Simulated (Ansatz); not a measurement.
# Lattice parameter a of some cubic tetrahedrally bonded semiconductors and semimetals

Method: r²SCAN0 (Ansatz, a first-principles code, plane waves, PAW). References are measured values corrected to a static lattice.

Values in Å.

```tsv
solid	reference	r²SCAN0	error (%)
zinc-blende GaAs	5.64	5.638	-0.04
diamond	3.553 (3.543–3.555)	3.540	-0.37
diamond-structure Si	5.421	5.426	+0.09
zinc-blende InSb	6.468	6.502	+0.53
3C-SiC	4.346	4.337	-0.21
cubic BN	3.593	3.590	-0.08
zinc-blende GaP	5.439	5.434	-0.09
zinc-blende BP	4.525	4.519	-0.13
```

Over these 8 solids the mean error is -0.04 %, the mean absolute error 0.19 % (median 0.11 %), and the worst case zinc-blende InSb at +0.53 %; the value is below the reference in 6 of 8 cases.

All these references are brought to a static lattice.

Spin–orbit coupling is left out, also for the solids with elements from indium on (zinc-blende InSb); its size isn't shown.

Brackets give the range of the sources taken for a reference, where it is wide; it can hold other temperatures.

Differences are worked out from the printed values.

Ansatz's density-functional and Hartree–Fock values are scalar-relativistic unless marked +SOC, with PAW data made under PBE.

Not in this set, of the tetrahedrally bonded semiconductors and semimetals with a reference value in our tables and a result at some level: 22 for a reference at room or unstated temperature; 9 for no value at r²SCAN0 (not run, a failed fit, an unstable or unbound cell, or a value held back for tests); 2 for a high-temperature or high-pressure phase; 1 for a cell known from the COD alone. These can be a level's best or worst cases. At least 6 more with a reference value are held back for tests. Solids without a released value at any level aren't counted. Layered and molecular crystals are counted apart. The metals Ce to Yb are counted apart.

References as tabulated in Mejia-Rodriguez and Trickey (2018), arXiv:1807.09216; Goldzak et al. (2022), arXiv:2208.04865.
